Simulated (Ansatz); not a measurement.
**A rate constant, worked out**

An elementary step of AlH3ClF, closed shell (AlH₂Cl ([AlH2][Cl]) + HF → AlH₂F ([F][AlH2]) + HCl (still joined by a long Al–Cl bond); Al–Cl, H–F broken or loosened, Al–F, Cl–H formed or tightened). The start structure is the complex of the reactants, bound by 0.54 eV, and the electronic barrier above it is 0.271 eV by CCSD(T) at an estimated basis limit (MP2 extrapolated from triple and quadruple zeta, plus CCSD(T) − MP2 in triple zeta). Program: Ansatz 0.2.0. Basis: def2-TZVPP and def2-QZVPP. Cores are frozen in the correlated methods. Extrapolation: Hartree–Fock as exp(−7.88 √X), correlation as X^−2.97. Harmonic wavenumbers at PBE0-D4/def2-TZVP (Ansatz 0.2.0), in cm⁻¹:

Start: 185, 289, 399, 453, 474, 582, 641, 738, 829, 1967, 1980, 3448.

Saddle: 504i, 326, 387, 506, 518, 620, 745, 820, 884, 1524, 1973, 1988.

(1) Work out the transition-state-theory rate constant at 500 K from these numbers alone (harmonic vibrations; rotation, path degeneracy and anharmonicity left out), and the Wigner tunnelling factor. Use 1 cm⁻¹ = 1.2398 × 10⁻⁴ eV and k_B = 8.617 × 10⁻⁵ eV/K.

No T1 diagnostic of these runs exceeds 0.011.

## Answers

(1) Zero-point energies, half the sums: start 11985/2 cm⁻¹ = 0.7430 eV; saddle, real modes only, 10291/2 cm⁻¹ = 0.6380 eV.
Barrier with zero-point energy: 0.271 + 0.6380 − 0.7430 = 0.1660 eV.
k_BT = 0.04309 eV, so the barrier is 3.85 k_BT.
Vibrational partition functions from the zero-point level, ln q = −Σ ln(1 − exp(−hν/k_BT)): start 3.060, saddle 1.924.
k = (k_BT/h) exp(ln q‡ − ln q) exp(−E0/k_BT), with log₁₀(k_BT/h in s⁻¹) = 13.02: log₁₀ k = 13.02 + (-1.136 − 3.85)/2.3026 = 10.85, so k ≈ 7 × 10^(10) s⁻¹.
Wigner factor: 1 + (hν‡/k_BT)²/24 = 1 + (1.45)²/24 = 1.09. A change of 1 kcal/mol (0.043 eV) in the barrier would change k by a factor of 2.7 at this temperature.

Labels in which every atom is bracketed show which atoms are joined, not bond orders.

For scale, one of the runs: CCSD(T)/def2-TZVPP, 157 basis functions, launched by `ansatz run in.yaml --threads 2 --pin off --events-out ev --progress --plain --max-ram 4352MiB`. Hardware: 2 CPU threads of an Intel Xeon Platinum 8488C, shared host. Wall time 12 s; peak host memory 1.1 GiB.
